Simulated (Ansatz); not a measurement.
## Structure relaxation of H₃C₂

All numbers below come from DFT PBE, scalar-relativistic, plane waves, PAW (Ansatz). Cutoff 420 eV, Γ-centred k mesh, Gaussian smearing, no spin polarisation in the final step.

The start puts H₃C₂ on the tetradymite structure type (R-3m, No. 166), with C in place of Bi, H in place of Te, at a guessed volume.

```
CELL_PARAMETERS angstrom
1.42654 0.82361 6.61273
-1.42654 0.82361 6.61273
0.00000 -1.64723 6.61273
ATOMIC_POSITIONS crystal
H 0.00000 0.00000 0.00000
H 0.20950 0.20950 0.20950
H 0.79050 0.79050 0.79050
C 0.40000 0.40000 0.40000
C 0.60000 0.60000 0.60000
```

Cell and atoms relax at zero pressure; the relaxation can't lower the symmetry of the start. After a coarse first stage the cell is made exact in the group found at 0.06 Å.

Energies over the elements count from the elements' standard structures at the same level (H₂ as a molecule), with no empirical corrections.

(1) Describe the relaxed structure.

(2) What are its volume, energy, density and gap?

## Answers

(1) It keeps R-3m (No. 166), but not the shape of the type it started on. Conventional cell: a = 2.519 Å, c = 17.668 Å. H on Wyckoff site a (1 atom of the primitive cell) has 6 C at 1.64 Å and 6 H at 1.99 Å; H on Wyckoff site c (2 atoms of the primitive cell) is coordinated by 3 C at 1.58 Å; C has 6 H at 1.58–1.64 Å.

Space group R-3m:H (No. 166). a = 2.519 Å, b = 2.519 Å, c = 17.668 Å, α = 90.00°, β = 90.00°, γ = 120.00°
```tsv
atom	site	symmetry	x	y	z
H	3a	-3m	0.0000	0.0000	0.0000
H	6c	3m	0.3333	0.6667	0.9232
C	6c	3m	0.6667	0.3333	0.7091
```

(2) The volume per atom is 6.5 Å³ and the density is 1.4 g/cm³. The energy over the elements is 2.12 eV/atom and the gap on the 18×18×18 mesh is 0 eV (a metal).

The final run used a 18×18×18 mesh on its 5-atom cell and 0.10 eV smearing. For metals, differences of a few meV/atom aren't resolved. No dispersion correction is applied, so the spacing between layers, chains or molecules is poorly fixed, and with it the volume and density. Symmetry constrained the relaxation, so the result can be a saddle point. The steps took roughly 4 core-minutes in all.